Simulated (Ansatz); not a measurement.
## BClH5N, SMILES [NH3+][BH2-]Cl: a nudged elastic band for an internal rotation, step by step

Program: the Python package of Ansatz (0.2.0).

Input file `bclh5n.xyz`:
```text
8

N     0.79780    0.17650    0.06340
B    -0.65680   -0.27790   -0.11450
Cl   -1.81270    1.02560    0.52630
H     0.99510    0.33600    1.07710
H     1.43820   -0.56460   -0.30050
H     0.95720    1.06200   -0.46820
H    -0.83790   -1.29150    0.48680
H    -0.88100   -0.46600   -1.27040
```

Notebook, run cell by cell (the value of a cell's last expression is shown):

In [1]:
```python
from dataclasses import dataclass

import ansatz as az
import numpy as np
```

In [2]:
```python
@dataclass
class RunConfig:
    basis: str = "def2-SVP"
    xc: str = "pbe0"
    vdw: str = "d4"
```

In [3]:
```python
cfg = RunConfig()

geometry = az.Crystal.molecule_from_extxyz("bclh5n.xyz")
```

In [4]:
```python
calc = (
    geometry.calculation()
    .basis(gaussian=cfg.basis)
    .functional(cfg.xc, dispersion=cfg.vdw)
)
symbols = [site.symbol for site in geometry.cartesian_sites]
start = np.array([site.position_ang for site in geometry.cartesian_sites], dtype=float)
rep = calc.relax(force_tolerance=0.005, max_steps=100).run(threads=1).report
end = np.array(rep["positions_ang"])
```

In [5]:
```python
first, second, third = [3, 4, 5]
turned = end.copy()
turned[[first, second, third]] = end[[second, third, first]]
listed = lambda xyz: [{"symbol": s, "position_ang": p.tolist()} for s, p in zip(symbols, xyz)]
deck = calc.input().to_dict()
deck["crystal"]["atoms"] = listed(end)
deck["neb"] = {"final_atoms": listed(turned), "images": 3, "initial_path": "idpp", "f_tol": 0.03, "max_iterations": 40}
rounds = []
band = az.Session.from_dict(deck).plan().execute(on_event=lambda e: rounds.append(e["data"]) if e["event"] == "neb_iteration" else None)
for each in rounds:
    print(f"round {each['iteration']:2d}  largest band force {each['band_force_max_ev_ang']:.4f} eV/A")
images = rounds[-1]["images"]
for image in images:
    print(f"s = {image['path_coordinate_ang']:6.3f} A   {(image['lagrangian_ev'] - images[0]['lagrangian_ev']):8.3f} eV")
```
```text
round  1  largest band force 0.8372 eV/A
round  2  largest band force 0.5663 eV/A
round  3  largest band force 0.1806 eV/A
round  4  largest band force 0.0113 eV/A
s =  0.000 A      0.000 eV
s =  0.714 A      0.042 eV
s =  1.429 A      0.084 eV
s =  2.144 A      0.042 eV
s =  2.858 A     -0.000 eV
```

Caveats:
- The settings weren't tested for convergence.
- The energies are electronic: no zero-point or thermal terms, and the basis set is short of its limit.
- Run time: 67 s on 1 thread of Arm Neoverse V2, on a shared host, peak memory 0.21 GiB.
